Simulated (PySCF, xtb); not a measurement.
CH₂, SMILES [CH2] (connectivity only; charge and spin as stated), neutral, multiplicity 1.

Harmonic wavenumbers (cm⁻¹) from GFN2-xTB in xtb at its own minimum, in rising order: 1359, 2855, 2919.

Problem. What does B3LYP-D3(BJ)/def2-TZVPD run with PySCF 2.14.0 give at its own minimum? (Estimate from the structure and the level; the computed values follow.)

Solution. 1403, 2911, 2976. Paired by order, the mean absolute difference is 52 cm⁻¹ and the zero-point energies are 10.2 and 10.4 kcal/mol.
